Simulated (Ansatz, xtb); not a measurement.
**Relative energy of two isomers of BHNP**

Structure X is `B1N=P1`, a singlet and structure Y is the triplet with the links of `B=[N+]=[P-]`. Both are isolated molecules in the gas phase, relaxed with r2SCAN-D4/def2-SVP.

X (Å):

```xyz
4

B     0.2023   -1.0625    0.2681
N    -0.1190    0.2935    0.0472
P    -1.3212   -0.6662   -0.6430
H     1.0378   -1.7480    0.7783
```

Y (Å):

```xyz
4

B     0.0000    0.0000   -0.7506
N     0.0000    0.0000    0.5249
P     0.0000    0.0000    2.1567
H     0.0000    0.0000   -1.9310
```

Q: Estimate which is lower in electronic energy at CCSD(T)/def2-TZVPP, and by roughly how much.

A: Too close to call at this level: CCSD(T)/def2-TZVPP gives E(Y) − E(X) = −3.74 kJ/mol.

The same difference at several levels:

```tsv
level	geometry	E(Y) − E(X) (kJ/mol)	departure from the last row (kJ/mol)	job, with rough time for the two
r2SCAN-D4/def2-SVP	r2SCAN-D4/def2-SVP	−40.09	−36.35	optimisation, 44 s
HF/def2-TZVPP	r2SCAN-D4/def2-SVP	−108.33	−104.59	part of the CCSD(T) run
MP2/def2-TZVPP	r2SCAN-D4/def2-SVP	+7.77	+11.51	part of the CCSD(T) run
CCSD(T)/def2-TZVPP	r2SCAN-D4/def2-SVP	−3.74		single point, 44 s
```

As drawn, Y has 1 B=N in place of 1 B–N, 1 B–P. Structure X has a 3-membered ring, Y no ring.

The largest departure from CCSD(T)/def2-TZVPP is that of HF/def2-TZVPP, 104.59 kJ/mol. Levels run at GFN2-xTB geometries aren't shown. The triplet state of Y needn't be its ground state.

With harmonic frequencies from r2SCAN-D4/def2-SVP (ideal gas, rigid rotor, one conformer each, 298.15 K, 1 atm): the zero-point term adds +0.11 kJ/mol; ΔH is −2.47 and ΔG −1.63 kJ/mol.

Open shells are spin-unrestricted. The correlated steps freeze 7 core orbitals. ΔG holds the spin degeneracy. Codes used: Ansatz 0.2.0; the last row on 1 thread of Intel(R) Xeon(R) Processor @ 2.50GHz (Skylake/Cascade Lake) on a shared host.
